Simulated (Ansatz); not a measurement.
Elements on the sites of an ideal bcc lattice, at a guessed lattice constant:

```
Mg Si Ca
1.0
     7.95337    0.00000    0.00000
     0.00000    7.95337    0.00000
     0.00000    0.00000    7.95337
Mg Si Ca
2 5 9
Cartesian
  3.9767 3.9767 0.0000
  5.9650 1.9883 1.9883
  0.0000 3.9767 0.0000
  1.9883 1.9883 1.9883
  3.9767 0.0000 3.9767
  1.9883 1.9883 5.9650
  5.9650 5.9650 1.9883
  0.0000 0.0000 0.0000
  3.9767 0.0000 0.0000
  0.0000 0.0000 3.9767
  0.0000 3.9767 3.9767
  1.9883 5.9650 1.9883
  3.9767 3.9767 3.9767
  5.9650 1.9883 5.9650
  1.9883 5.9650 5.9650
  5.9650 5.9650 5.9650
```

Cell and atoms were relaxed without symmetry on coarser meshes and computed once more. Computed with DFT PBE, scalar-relativistic, plane waves, PAW (Ansatz 0.2.0).

Settings: cutoff 420 eV, Γ-centred mesh 5×4×4 on the computed 16-atom cell, Gaussian smearing of 0.10 eV; no spin polarisation.

The relaxation ran on 2×2×2 (shifted) and then 3×3×3 k points with a smearing of 0.1 eV, from sites shaken by 0.02 Å.

Q: What does the relaxation give?

A: A volume of 29.14 Å³/atom and no gap on the mesh. It lies 0.23 eV/atom below the elements' standard states (static lattices, no corrections for gases). The atoms leave their sites by 1.65 Å (root mean square) and 3.23 Å at most, and the cell stretches by up to 19.3 % at fixed volume, so the lattice hasn't survived.

```xyz
16
Lattice="6.4547 0.3597 -0.2747 0.3757 7.9382 -0.2779 -0.3019 -0.2791 9.1440" Properties=species:S:1:pos:R:3 pbc="T T T"
Mg    1.9805    2.6264    7.7903
Mg    4.1354    4.6033   -0.0049
Si    0.4127    4.0249    0.5072
Si    2.4363    2.9615    1.5254
Si    3.5338    0.3582    6.6382
Si    1.0604    0.1967    6.9883
Si    5.7856    6.4508    1.2369
Ca    0.0569    1.0931    1.0041
Ca    3.2478    0.2178    0.3596
Ca    5.7553    7.7404    4.0193
Ca    5.3124    4.0272    3.0084
Ca    2.1348    5.7853    2.3946
Ca    2.1049    1.7776    4.3847
Ca    5.3270    2.6941    6.6186
Ca    2.7805    5.5671    5.9788
Ca    6.1069    6.2876    7.3774
```

Cost: 2 runs of about 16 core-minutes in all (earlier runs that led there not counted), on Intel Xeon Platinum 8259CL (Skylake/Cascade Lake) (shared hosts).